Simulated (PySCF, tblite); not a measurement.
One entry of a table of gas-phase calculations, keyed by method. Lists by class give the value and the number of equivalent atoms.

```json
{
 "formula": "C3H3P",
 "smiles": "C=CC#P",
 "charge": 0,
 "multiplicity": 1,
 "geometry_level": "GFN2-xTB",
 "atoms_angstrom": [
  ["C", -1.024, -0.389, -0.02],
  ["C", -0.02, 0.49, 0.019],
  ["C", 1.327, 0.131, 0.0],
  ["P", 2.837, -0.259, -0.021],
  ["H", -2.052, -0.072, -0.004],
  ["H", -0.84, -1.45, -0.069],
  ["H", -0.224, 1.555, 0.068]
 ],
 "electronic_structure_code": "PySCF",
 "results": {
  "GFN2-xTB geometry": {
   "point_group": "Cs",
   "rotational_constants_GHz": [47.017, 2.847, 2.684]
  },
  "B3LYP/def2-SVPD ground state and vertical TDDFT (core frozen in the response)": {
   "dipole_D": 1.25,
   "homo_eV": -6.77,
   "lumo_eV": -2.18,
   "S1_eV": 3.83,
   "strongest_line_of_8_singlets_eV": 6.25,
   "T1_tda_eV": 2.49,
   "polarisability_au": 66.2,
   "r2_bohr2_about_centre_of_nuclear_charge": 436.2,
   "singlets_eV_and_f": [
    [3.83, 0.0],
    [4.13, 0.0],
    [4.18, 0.106],
    [6.25, 0.801],
    [6.45, 0.016],
    [6.54, 0.005],
    [6.55, 0.001],
    [6.87, 0.001]
   ],
   "triplets_tda_eV": [2.49, 3.39, 3.56]
  },
  "PBE0/pcSseg-1 ground state and GIAO shieldings, non-relativistic": {
   "shift_vs_computed_TMS_C_by_class_ppm": [
    [174.2, 1],
    [144.5, 1],
    [131.3, 1]
   ],
   "shift_vs_computed_TMS_H_by_class_ppm": [
    [6.45, 1],
    [6.25, 1],
    [6.17, 1]
   ],
   "shielding_other_nuclei_by_class_ppm": [
    ["P", 276.4, 1]
   ],
   "charges_hirshfeld_e_by_atom": [-0.06, -0.04, -0.09, 0.03, 0.06, 0.05, 0.06]
  },
  "GFN2-xTB harmonic vibrations, gas phase": {
   "strongest_ir_bands_cm-1_km_per_mol_modes": [
    [864.6, 11.7, 1],
    [973.3, 19.2, 1],
    [1259.6, 4.1, 1],
    [3006.1, 31.0, 1],
    [3106.5, 12.3, 1],
    [3136.5, 35.5, 1]
   ],
   "zpe_kcal_per_mol": 29.1
  }
 }
}
```

The dipole equals about 4.2 × 10⁻³⁰ C·m (1 D = 3.33564 × 10⁻³⁰ C·m). S1 lies 0.76 eV below the HOMO–LUMO gap; its leading configuration is HOMO−1→LUMO, weight 0.85. The 8 singlets span 3.83 to 6.87 eV, and their oscillator strengths add up to 0.93. The rotational constants make it an asymmetric top with κ = (2B − A − C)/(A − C) = -0.99, nearer the prolate limit (−1). The vertical singlet–triplet gap S1 − T1 is 1.34 eV (TDDFT singlet less Tamm–Dancoff triplet; S1: HOMO−1→LUMO, weight 0.85; T1: HOMO→LUMO, weight 0.96).

